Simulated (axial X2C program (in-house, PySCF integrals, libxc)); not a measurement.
## Bond lengths and stretching modes, held linear, of ClAlCl⁺

Computed with an axial X2C code built on PySCF integrals: two-component X2C with atomic mean-field Coulomb and Gaunt terms, Gaussian nuclei, basis Cl dyall-av3z, Al dyall-v3z with contracted cores. Spin-free rows use the one-electron spin-free X2C Hamiltonian.

Masses Cl 34.969, Al 26.982, Cl 34.969 u. States: 2c Ω = 0 (all partner blocks equally filled); spin-free M_S = 0, Λ = 0 (closed shell).

PBE, 2c: energies above the lowest point

```csv
r(Cl–Al) (Å),r(Al–Cl) (Å),E (meV)
1.9519,1.9519,104.90
1.9519,2.0020,52.26
1.9519,2.0520,58.99
2.0020,1.9519,52.26
2.0020,2.0020,0.00
2.0020,2.0520,6.99
2.0020,2.1021,61.04
2.0520,1.9519,58.99
2.0520,2.0020,6.99
2.0520,2.0520,14.14
2.1021,2.0020,61.04
2.1021,2.1021,122.34
```

Task: Fit a quadratic surface with cubic terms in each bond: where is the minimum, and what are the two stretching wavenumbers?

Result: At PBE, 2c: bonds 2.020 and 2.020 Å; harmonic stretches 412.9 and 780.2 cm⁻¹; force constants 3.5, 3.5 and coupling 0.01 mdyn/Å.

The other levels and Hamiltonians give:

```
Hamiltonian  level  r(Cl–Al) (Å)  r(Al–Cl) (Å)  lower stretch (cm⁻¹)  upper stretch (cm⁻¹)
         2c   PBE0         2.004         2.004                 429.2                 807.9
         2c     HF         1.998         1.998                 444.9                 831.7
         2c    MP2         2.010         2.010                 432.9                 812.9
  spin-free   PBE0         2.004         2.004                 429.3                 808.1
  spin-free     HF         1.997         1.997                 445.0                 831.9
  spin-free    PBE         2.020         2.020                 413.0                 780.4
  spin-free    MP2         2.010         2.010                 433.0                 813.1
```

Each state is one determinant, the lowest of a limited PBE0 search; the stretches come from a fit to these few points and carry an uncertainty of a few per cent. Other orders of the atoms were not compared. MP2 freezes inner shells (threshold -2 hartree). The molecule was held linear; bending was not examined, so a bent shape may lie lower.
